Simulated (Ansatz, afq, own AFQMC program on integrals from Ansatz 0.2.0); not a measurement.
**BH3⁺, doublet: AFQMC among the cluster methods**

```xyz
4

B     0.0000   -0.0877    0.1970
H     0.0000    1.8336   -2.6263
H     0.0000   -0.0877    1.3712
H     0.0000   -0.8055   -0.8578
```

Basis cc-pVDZ. Only valence electrons are correlated. AFQMC by an in-house program on the Cholesky factors that Ansatz 0.2.0 writes for its CCSD(T) run. ph-AFQMC/CISD is guided by a CISD state made of CCSD amplitudes; releasing the constraint for a short imaginary time cuts its bias at the price of noise, slowly where states lie close. Error bars are statistical, one sigma.

Determinant: UHF, the one that the program's search chose, which needn't be the lowest solution. The geometry is a point of a scan.

Full CI on the same integrals is exact in this basis and with this determinant's frozen core.

```
T1 diagnostic                               : 0.0076
weight of the determinant in the CISD state : 0.956
⟨S²⟩ of the determinant                     : 0.750
size of the correlated space                : 5 electrons in 28 orbitals
```

```
  level  correlation energy (eV)
    MP2                  -1.5485
   CCSD                  -2.0616
CCSD(T)                  -2.0820
```

Estimate where phaseless AFQMC with the Hartree–Fock trial lies against CCSD(T) on the same integrals.

12.9 ± 14.9 meV below CCSD(T). The gap is under twice the noise, so this walk alone can't tell the two apart.

Reference: full CI, correlation energy -2.090 eV. The released energy is read at 1.50 1/Eh (meV from the phaseless value at times in 1/Eh: -1.7 ± 2.5 at 0.24, 1 ± 3 at 0.50, -2 ± 3 at 1.00, -4 ± 3 at 1.50).

```json
{"level": "CCSD(T)", "E − E(reference) (meV)": "8.0", "share of correlation (%)": "99.62"}
{"level": "CCSDT", "E − E(reference) (meV)": "0.6", "share of correlation (%)": "99.97"}
{"level": "CCSDT(Q)", "E − E(reference) (meV)": "0.2", "share of correlation (%)": "99.99"}
{"level": "ph-AFQMC/HF", "E − E(reference) (meV)": "-4.8 ± 14.9", "share of correlation (%)": "100.23"}
{"level": "ph-AFQMC/CISD", "E − E(reference) (meV)": "0.0 ± 2.4", "share of correlation (%)": "100.00"}
{"level": "released AFQMC", "E − E(reference) (meV)": "-4.0 ± 2.9", "share of correlation (%)": "100.19"}
```

CCSDT and higher add their correlation energy to the determinant of the CCSD(T) run, since their own runs factorise the integrals more tightly (a shift of under 2 meV). A walk keeps the symmetry of its determinant, which the program's search chose and which needn't be the lowest solution, so a lower state of the same spin and another symmetry isn't excluded. Released energies are given only where the last usable release times agree within the noise; a slower fall can still hide under it.
